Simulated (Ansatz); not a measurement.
The first iterations of a band of FH2SSi (5 atoms, charge 0, multiplicity 2).

These are results of UKS PBE0-D4/def2-SVP in Ansatz 0.2.0, not measurements.

| Item | Value |
| --- | --- |
| movable images | 7 |
| climbing image | yes |
| spring | 5.0 eV/Å² |
| optimiser | quadratic models (default) |
| start path | through a guess of the saddle point |
| force threshold | 0.2 eV/Å |
| iteration limit | 60 |
| end points | relaxed |

Initial state:

```xyz
5
Properties=species:S:1:pos:R:3
F -0.333 -0.020 1.606
Si 0.088 -0.082 0.041
S -1.154 1.068 -1.217
H -0.020 -1.501 -0.396
H 1.469 0.463 -0.075
```

Final state:

```xyz
5
Properties=species:S:1:pos:R:3
F -0.249 -0.302 1.739
Si 0.188 -0.690 0.217
S -0.051 0.947 -1.132
H -0.756 -1.739 -0.285
H 0.918 1.711 -0.580
```

| iteration | highest image above the first end (eV) | largest band force component (eV/Å) |
| --- | --- | --- |
| 1 | 1.288 | 1.745 |
| 2 | 1.077 | 0.986 |

Question: Does the band converge within its limit, and where does its top end?

Answer: It converged. It ended after 7 iterations with the highest image 1.117 eV above the first end. The threshold of 0.2 eV/Å is loose, so the images may lie well off the minimum-energy path. Another band between the same ends (7 images) ends at a top of the same energy, where a vibrational analysis finds 1 clearly imaginary mode.

Time of the run: 4.2 min on 1 thread of Arm Neoverse N1, on a shared host, peak memory 0.15 GiB.
